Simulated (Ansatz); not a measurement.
# C₂F (sextet): the correlation ladder, cc-pVDZ

One table from this session's results is given with a row withheld; the runs are named, their logs left out.

Computed with Ansatz 0.2.0, Gaussian basis. Level: cc-pVDZ, core rule «outside noble gas», up to 3 orbitals frozen.

Plan: UHF; CCSD(T) on ROHF; CCSD(T) on UHF; BCCD(T) on ROHF; CISD; CCSDT(Q) on ROHF; CCSDT(Q) on UHF.

27 further runs of the same task are left out: 6 for a known fault of the program, 11 that didn't finish, 10 set aside as unsound or not needed.

## What is computed

The geometry is a PBE0/def2-TZVP stationary point (not a proven minimum) of the parent state, kept for this charge and spin.

3 atoms, charge 0, spin multiplicity 6.

Atoms are counted from 1 here; the program's logs count them from 0.

Bond lengths: C1–C2 1.444 Å, C2–F3 1.292 Å. Angles: C1–C2–F3 117.8°.

As a file:

```xyz
3

C     0.0000   -0.2306    1.3824
C     0.0000    0.5040    0.1387
F     0.0000   -0.1728   -0.9617
```

The first run:

Input file in.yaml:

```yaml
crystal:
  periodic: [false, false, false]
  atoms:
    - {symbol: C, position_ang: [0.000000, -0.230648, 1.382426]}
    - {symbol: C, position_ang: [0.000000, 0.503978, 0.138719]}
    - {symbol: F, position_ang: [0.000000, -0.172798, -0.961661]}
basis:
  gaussian: {orbitals: cc-pVDZ}
magnetization: {spin_polarized: true, initial_magnetization: 5}
hamiltonian: {xc: hf}
output: {orbitals: {seedname: orbitals}}
```

Run with:

```console
> ansatz run in.yaml --threads 1 --pin off --events-out ev --progress --plain --max-ram 2393MiB
```

Among the steps run: UHF; CCSD(T) on ROHF; CCSD(T) on UHF; BCCD(T) on ROHF; CISD; CCSDT(Q) on ROHF; CCSDT(Q) on UHF.

One table of the session follows, with a row left open; its other results are not shown here.

```
   method  from UCCSDT(Q) (meV)
     ROHF               +9284.7
      UHF                     ?
     RMP2                +861.1
     UMP2                +854.8
     CISD                +812.3
    RCCSD                +228.4
    UCCSD                +226.2
 RCCSD(T)                 +39.4
 UCCSD(T)                 +38.0
  BCCD(T)                 +36.9
   RCCSDT                 +17.1
   UCCSDT                 +15.5
RCCSDT(Q)                  +4.9
UCCSDT(Q)                     0
```

**Question.** Estimate the row for UHF.

As computed: from UCCSDT(Q) (meV): +9165.8. In the column «from UCCSDT(Q) (meV)» it lies between RMP2 (+861.1) and ROHF (+9284.7).

Caveats from the session: Restricted and unrestricted rows rest on different reference determinants; where their highest levels disagree by more than a few hundredths of an eV, they describe different states and don't form one ladder.
